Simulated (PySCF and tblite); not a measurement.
Results of a calculation; reference values are marked as such.
Barrier and rate of a rotation

System: C₃H₃ClO₂, numbered as in [O:1]=[CH:2]/[C:3]([Cl:4])=[CH:5]/[OH:6].

Motion: rotation about the C5–O6 bond (torsion C3–C5–O6–H from 0° to 180°, rising). Geometries: B3LYP-D3(BJ)/def2-SVP; energies: B3LYP/pcSseg-1 + D3(BJ); zero-point and thermal terms from GFN2-xTB harmonic modes (soft modes blended into free rotors). Rates follow Eyring's equation with the number of equivalent paths and no tunnelling. Run with tblite and PySCF.

```tsv
point	symmetry	E(GFN2) kcal/mol	E(DFT) kcal/mol	ZPE change kcal/mol	lowest mode cm⁻¹	dipole D
start	Cs	0.0	0.0	0.00	155	2.40
saddle	C1	11.9	10.4	-1.10	600i	2.29
end	Cs	5.2	3.7	-0.09	154	2.98
```

- Electronic barrier: 10.4 kcal/mol
- Barrier with zero-point energy: 9.3 kcal/mol
- ΔH‡ (298 K): 9.2 kcal/mol
- ΔS‡ (298 K, symmetry apart): 0.0 cal/(mol K)
- Paths: 2 equivalent paths
- End point: a different minimum
- Mean lifetime of the start against this motion at 298 K: 450 ns
- Cost: 90 s on 1 thread of Intel Xeon Platinum 8488C (shared host) (rough), peak memory 0.6 GiB, launched as `OMP_NUM_THREADS=1 python ens_run.py task.json out`

| T/K | ΔG‡ kcal/mol | k s⁻¹ | ΔG kcal/mol | k back s⁻¹ |
| --- | --- | --- | --- | --- |
| 150 | 9.2 | 0.22 | 3.6 | 4.1×10⁴ |
| 200 | 9.2 | 708 | 3.6 | 6×10⁶ |
| 250 | 9.2 | 9.2×10⁴ | 3.6 | 1.2×10⁸ |
| 298 | 9.2 | 2.2×10⁶ | 3.5 | 8.7×10⁸ |
| 350 | 9.2 | 2.6×10⁷ | 3.5 | 4×10⁹ |
| 400 | 9.2 | 1.5×10⁸ | 3.5 | 1.2×10¹⁰ |
| 500 | 9.3 | 1.8×10⁹ | 3.4 | 5.6×10¹⁰ |

ΔG and ΔG‡ leave out symmetry numbers and mirror images; rates count paths: 2 out, 2 back.
